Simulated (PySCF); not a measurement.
## Two-dimensional NMR puzzle

Compound of formula C₄H₉F. Correlations simulated from computed shifts and couplings:

HSQC (one-bond C–H):
```tsv
δH	δC	1J(C,H) (Hz)
4.43	92.6	153
1.74	36.8	128
1.05	20.1	133
```

COSY cross peaks (|J| ≥ 2 Hz):
```tsv
δH	δH	abs. J (Hz)	bonds
1.74	1.05	7.7	3
```

HMBC (two and three bonds, |J| ≥ 2.5 Hz):
```tsv
δH	δC [abs. J in Hz]
4.43	20.1 [5.6]
1.74	20.1 [4.2]
1.05	92.6 [5.0], 36.8 [3.3], 20.1 [5.4]
```

- B3LYP/pcJ-1 coupling constants (spin–dipole term only in couplings to heteroatoms)
- GIAO KT2/pcSseg-2 shieldings
- PBE0-D3(BJ)/def2-SVP structure
- run in PySCF
- in vacuum, equivalent nuclei averaged, a single conformation, non-relativistic Hamiltonian

Shifts are taken against calculated references (same method and geometry level): 1H (σref 31.18) and 13C (σref 182.28) vs TMS.

Exchangeable hydrogens are left out of these lists, and C,H couplings along chains are those of one rotamer, so weak HMBC peaks may be missing or extra.

**Question.** Assemble the structure.

**Answer.** (CH3)2CHCH2F (SMILES CC(C)CF).

Atom-mapped SMILES (the numbers label the heavy atoms): `[CH3:1][CH:2]([CH3:3])[CH2:4][F:5]` (H(Xn): hydrogen on atom n).

1. δC 92.6 is C4, an sp3 CH2 bonded to F (δH 4.43).
2. δC 36.8 is C2, an sp3 CH (δH 1.74).
3. δC 20.1 is C1/C3, a methyl carbon (δH 1.05).
4. COSY links 1.74–1.05.

Common functionals overestimate the size of one-bond C–F couplings by tens of Hz; these are unscaled. Unscaled 3J(H,H) at this level run about 10 % above measured values. Shifts are as computed. Against solution values, carbons near 30 ppm lie about +3 ppm off and those near 130 ppm about -1 ppm. Of 1211 compounds with measured shifts, 218 miss one by over three times the rms of a fit or turn the order of signals round; such compounds aren't used in these exercises. Only one conformer was computed, so three-bond couplings in flexible chains and rings are approximate.
